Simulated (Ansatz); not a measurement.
# BH₃− (quartet): the correlation ladder, aug-cc-pVTZ

Aim: climb from Hartree-Fock through coupled cluster for BH₃− (quartet) at one geometry and basis, and see what each rung misses.

Method: aug-cc-pVTZ, core rule «outside noble gas», up to 1 orbitals frozen; program: Ansatz 0.2.0, Gaussian basis.

To be run: UHF; CCSD(T) on ROHF; CCSD(T) on UHF; BCCD(T) on ROHF; CCSDT(Q) on ROHF; CCSDT(Q) on UHF.

7 further runs of the same task are left out: 3 for a known fault of the program, 4 set aside as unsound or not needed.

### Step 1. The system

The geometry is a PBE0/def2-TZVPD stationary point (not a proven minimum) of the parent state, kept for this charge and spin.

4 atoms, charge -1, spin multiplicity 4.

Atoms are counted from 1 here; the program's logs count them from 0.

Bond lengths: B1–H2 1.216 Å, B1–H3 1.216 Å, B1–H4 1.216 Å. Angles: H2–B1–H3 120.0°, H2–B1–H4 120.0°, H3–B1–H4 120.0°.

Geometry (Å):

```
B     0.00000    0.00000    0.00000
H     1.21577    0.01460    0.00323
H    -0.62052    1.04560   -0.00357
H    -0.59525   -1.06019    0.00033
```

### Step 2. UHF

Input file in.yaml:

```yaml
crystal:
  periodic: [false, false, false]
  atoms:
    - {symbol: B, position_ang: [0.000000, 0.000000, 0.000000]}
    - {symbol: H, position_ang: [1.215774, 0.014597, 0.003233]}
    - {symbol: H, position_ang: [-0.620523, 1.045595, -0.003567]}
    - {symbol: H, position_ang: [-0.595251, -1.060192, 0.000333]}
basis:
  gaussian: {orbitals: aug-cc-pVTZ}
total_charge: -1
magnetization: {spin_polarized: true, initial_magnetization: 3}
hamiltonian: {xc: hf}
output: {orbitals: {seedname: orbitals}}
```

On the command line:

```sh
> ansatz run in.yaml --threads 1 --pin off --events-out ev --progress --plain --max-ram 4096MiB --backend cpu
```

Further steps of the session: CCSD(T) on ROHF; CCSD(T) on UHF; BCCD(T) on ROHF; CCSDT(Q) on ROHF; CCSDT(Q) on UHF.

**Question.** What will the summary of the whole plan be? Wanted: UCCSDT(Q) below the RHF energy; RMP2 from UCCSDT(Q); UMP2 from UCCSDT(Q); RCCSD from UCCSDT(Q); RCCSD(T) from UCCSDT(Q); UCCSD(T) from UCCSDT(Q); RCCSDT(Q) from UCCSDT(Q); T1 diagnostic.

**Answer**, as computed:

| quantity | value |
| --- | --- |
| UCCSDT(Q) below the RHF energy | -3.8894 eV |
| RMP2 from UCCSDT(Q) | +18.16 kcal/mol |
| UMP2 from UCCSDT(Q) | +19.28 kcal/mol |
| RCCSD from UCCSDT(Q) | +4.37 kcal/mol |
| RCCSD(T) from UCCSDT(Q) | +1.02 kcal/mol |
| UCCSD(T) from UCCSDT(Q) | +1.02 kcal/mol |
| RCCSDT(Q) from UCCSDT(Q) | +0.01 kcal/mol |
| levels within 1 kcal/mol (43 meV) | RCCSDT, UCCSDT, RCCSDT(Q) |
| T1 diagnostic | 0.034 |

RCCSD(T) lands +1.02 kcal/mol from the yardstick (1.1 % of the correlation energy). Coupled cluster took another determinant than the lowest Hartree-Fock one. These misses are within one basis, not against nature; the frozen cores of restricted and unrestricted runs differ, which can shift their rows. The highest orbital lies above zero: the basis alone holds the extra electron.
